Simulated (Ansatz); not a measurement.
## HCSi, quartet: vertical spin and charge gaps

Geometry (PBE0/def2-TZVP stationary point for this spin, not checked as a minimum):

```json
{"atom": "Si", "x (Å)": "0.0000", "y (Å)": "0.0326", "z (Å)": "0.6172"}
{"atom": "C", "x (Å)": "0.0000", "y (Å)": "-0.1270", "z (Å)": "-1.2686"}
{"atom": "H", "x (Å)": "0.0000", "y (Å)": "0.6065", "z (Å)": "-2.0825"}
```

Basis cc-pVTZ; Ansatz 0.2.0. Correlated methods freeze the noble-gas cores. Prefix R: restricted or restricted open-shell reference; prefix U: unrestricted. Active spaces: valence = (9e, 9o) chosen from the atoms' valence shells.

Gaps are energies of the second state less the first, at fixed atoms, for a selection of the levels run; each method lands on the state that its own search finds for that charge and spin.

Unrestricted rows (U, and Kohn–Sham where it breaks symmetry) aren't spin-pure: their determinants' ⟨S²⟩ exceeds S(S+1) by up to 0.15, so they mix in states of higher spin. A value is left out where its run failed or describes another state than the reference as far as symmetry and spin tell, or, spin-broken singlets apart, can't be checked.

Removing an electron, to the triplet: 6.927 eV at UCCSDT(Q).

```json
{"level": "RHF", "gap (eV)": "6.622", "error (meV)": "-305", "⟨S²⟩ where 0.1 over S(S+1) (first / second)": "– / –"}
{"level": "UHF", "gap (eV)": "6.627", "error (meV)": "-300", "⟨S²⟩ where 0.1 over S(S+1) (first / second)": "– / 2.15"}
{"level": "RMP2", "gap (eV)": "6.936", "error (meV)": "9", "⟨S²⟩ where 0.1 over S(S+1) (first / second)": "– / –"}
{"level": "UMP2", "gap (eV)": "6.951", "error (meV)": "24", "⟨S²⟩ where 0.1 over S(S+1) (first / second)": "– / 2.15"}
{"level": "RCCSD", "gap (eV)": "6.927", "error (meV)": "0", "⟨S²⟩ where 0.1 over S(S+1) (first / second)": "– / –"}
{"level": "UCCSD", "gap (eV)": "6.931", "error (meV)": "4", "⟨S²⟩ where 0.1 over S(S+1) (first / second)": "– / 2.15"}
{"level": "RCCSD(T)", "gap (eV)": "6.932", "error (meV)": "5", "⟨S²⟩ where 0.1 over S(S+1) (first / second)": "– / –"}
{"level": "UCCSD(T)", "gap (eV)": "6.933", "error (meV)": "6", "⟨S²⟩ where 0.1 over S(S+1) (first / second)": "– / 2.15"}
{"level": "BCCD(T)", "gap (eV)": "6.932", "error (meV)": "5", "⟨S²⟩ where 0.1 over S(S+1) (first / second)": "– / –"}
{"level": "RCCSDT", "gap (eV)": "6.930", "error (meV)": "3", "⟨S²⟩ where 0.1 over S(S+1) (first / second)": "– / –"}
{"level": "UCCSDT", "gap (eV)": "6.930", "error (meV)": "3", "⟨S²⟩ where 0.1 over S(S+1) (first / second)": "– / 2.15"}
{"level": "RCCSDT(Q)", "gap (eV)": "6.927", "error (meV)": "0", "⟨S²⟩ where 0.1 over S(S+1) (first / second)": "– / –"}
{"level": "CASSCF (valence space)", "gap (eV)": "5.956", "error (meV)": "-971", "⟨S²⟩ where 0.1 over S(S+1) (first / second)": "– / –"}
{"level": "NEVPT2 (valence space)", "gap (eV)": "6.632", "error (meV)": "-295", "⟨S²⟩ where 0.1 over S(S+1) (first / second)": "– / –"}
{"level": "MRCISD (valence space)", "gap (eV)": "6.747", "error (meV)": "-180", "⟨S²⟩ where 0.1 over S(S+1) (first / second)": "– / –"}
{"level": "MRCISD+Q (valence space)", "gap (eV)": "6.879", "error (meV)": "-48", "⟨S²⟩ where 0.1 over S(S+1) (first / second)": "– / –"}
{"level": "PBE", "gap (eV)": "6.936", "error (meV)": "9", "⟨S²⟩ where 0.1 over S(S+1) (first / second)": "– / –"}
{"level": "r2SCAN", "gap (eV)": "7.066", "error (meV)": "139", "⟨S²⟩ where 0.1 over S(S+1) (first / second)": "– / –"}
{"level": "PBE0", "gap (eV)": "7.047", "error (meV)": "120", "⟨S²⟩ where 0.1 over S(S+1) (first / second)": "– / –"}
{"level": "B3LYP", "gap (eV)": "6.951", "error (meV)": "24", "⟨S²⟩ where 0.1 over S(S+1) (first / second)": "– / –"}
{"level": "wB97M-V", "gap (eV)": "6.716", "error (meV)": "-211", "⟨S²⟩ where 0.1 over S(S+1) (first / second)": "– / –"}
{"level": "B2PLYP", "gap (eV)": "6.871", "error (meV)": "-56", "⟨S²⟩ where 0.1 over S(S+1) (first / second)": "– / –"}
{"level": "RPA-PBE", "gap (eV)": "7.140", "error (meV)": "213", "⟨S²⟩ where 0.1 over S(S+1) (first / second)": "– / –"}
```

Removing an electron, to the quintet: 10.175 eV at UCCSDT(Q).

| level | gap (eV) | error (meV) |
| --- | --- | --- |
| RHF | 8.916 | -1259 |
| UHF | 8.976 | -1199 |
| RMP2 | 9.952 | -223 |
| UMP2 | 9.940 | -235 |
| RCCSD | 10.135 | -40 |
| UCCSD | 10.132 | -43 |
| RCCSD(T) | 10.170 | -5 |
| UCCSD(T) | 10.168 | -7 |
| BCCD(T) | 10.173 | -2 |
| RCCSDT | 10.176 | 1 |
| UCCSDT | 10.174 | -1 |
| RCCSDT(Q) | 10.177 | 2 |
| CASSCF (valence space) | 8.874 | -1301 |
| NEVPT2 (valence space) | 9.880 | -295 |
| MRCISD (valence space) | 9.981 | -194 |
| MRCISD+Q (valence space) | 10.141 | -34 |
| PBE | 10.157 | -18 |
| r2SCAN | 9.993 | -182 |
| PBE0 | 10.155 | -20 |
| B3LYP | 10.349 | 174 |
| wB97M-V | 10.267 | 92 |
| B2PLYP | 10.190 | 15 |
| RPA-PBE | 10.454 | 279 |

Q: PBE gives 2.981 eV for sextet less quartet. Estimate what UCCSDT(Q) gives in cc-pVTZ.

A: UCCSDT(Q) in cc-pVTZ gives 2.854 eV, so against it PBE is off by 0.127 eV.

```csv
level,gap (eV),error (meV)
UHF,1.795,-1059
UMP2,2.580,-274
UCCSD,2.785,-69
UCCSD(T),2.837,-17
BCCD(T),2.842,-12
UCCSDT,2.850,-4
CASSCF (valence space),2.257,-597
MRCISD+Q (valence space),2.852,-2
wB97M-V,3.253,399
RPA-PBE,3.060,206
```

Full CI isn't at hand for all of this; UCCSDT(Q) serves as the reference, and is uncertain by about the last step of the cluster series. The frozen core follows each run's orbitals, which can shift R against U totals by a few meV.
